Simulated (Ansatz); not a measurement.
Results of PBE in Ansatz (PAW) for rutile TiO2.

Numerical settings: plane-wave cutoff 520 eV, 6×6×8 k mesh (along the axes of the cell as run), no spin polarisation, scalar-relativistic PAW data made under PBE.

Cell (measured lattice):

```
TiO2
1.0
    4.59400     0.00000     0.00000
    0.00000     4.59400     0.00000
    0.00000     0.00000     2.95800
Ti O
2 4
Direct
  0.00000   0.00000   0.00000
  0.50000   0.50000   0.50000
  0.30425   0.30425   0.00000
  0.80425   0.19575   0.50000
  0.19575   0.80425   0.50000
  0.69575   0.69575   0.00000
```

### Question
Estimate the elastic constant C13, elastic constant C44, elastic constant C66, elastic constant C11, elastic constant C12 and elastic constant C33 that the calculation returns.

### Answer

* **elastic constant C13**: 168 GPa
* **elastic constant C44**: 120 GPa
* **elastic constant C66**: 229 GPa
* **elastic constant C11**: 281 GPa
* **elastic constant C12**: 207 GPa
* **elastic constant C33**: 494 GPa

Measured, for comparison: elastic constant C13 147 GPa, elastic constant C44 124 GPa, elastic constant C66 190 GPa, elastic constant C11 268 GPa, elastic constant C12 175 GPa, elastic constant C33 484 GPa (room temperature, no zero-point or thermal correction; as tabulated in Elasticity of TiO2 rutile to 1800 K). Computed (rounded) less measured: elastic constant C13 +14 %, elastic constant C44 -3 %, elastic constant C66 +21 %, elastic constant C11 +5 %, elastic constant C12 +18 %, elastic constant C33 +2 %. A static lattice is as a rule a little smaller and stiffer than an uncorrected measurement, which narrows the difference in the elastic constant C11, elastic constant C33 and would widen misses of the other sign.

Note: the cell isn't this level's own, so it is under some stress, which shifts stiffness and frequencies.

Elastic constants are with the ions relaxed.

Ansatz is an electronic-structure program.
